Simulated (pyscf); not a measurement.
This saddle point was located with ωB97X-D3(BJ)/def2-SVP in PySCF.

```xyz
10

Cl     0.0632    -3.3300     0.3983
Al    -0.8133    -1.4571     0.7629
H     -1.1890    -0.7370    -0.7189
H     -1.8184    -1.0429     1.8840
C     -0.1396     0.0543    -0.7110
C     -0.3949     1.3814    -0.9207
H      0.3387    -0.2549     0.4743
H      0.5520    -0.4671    -1.3856
H      0.0992     1.8801    -1.7554
H     -1.0716     1.9586    -0.2874
```

Surface: singlet, charge 0. Lowest wavenumbers (cm⁻¹): 1130i, 89, 205, 240, 466.

Task: What reaction is this the transition state of?

Result: H₂Al–Cl + H₂C=CH₂ ⇌ H₂Al–Cl + H₂C=CH₂, a four-centre exchange read from left to right: Al–H, C–H broken and Al–H, C–H formed. At CCSD(T)/def2-TZVPP + ΔMP2(QZVPP) it lies +2.28 eV from the left side and +2.28 eV from the right (each side as separated species at their lowest minima found). On the reactant side the descent ends in a bound adduct (not fully relaxed), 0.65 eV under the separated species and 2.89 eV under the saddle at ωB97X-D3(BJ)/def2-TZVP. On the product side the descent ends in a bound adduct, 0.65 eV under the separated species and 2.89 eV under the saddle at ωB97X-D3(BJ)/def2-TZVP. At the saddle there is also a short Al–C contact that neither side keeps. The same reactants have a lower exit, to H₃C–CH₂–AlH–Cl (barrier +0.10 eV at ωB97M-D3(BJ)/def2-TZVP, against +2.28 eV here). This is the saddle that the search found; another between the same sides may lie lower. The CCSD(T) − MP2 part came from Ansatz, without density fitting, on the same reference.
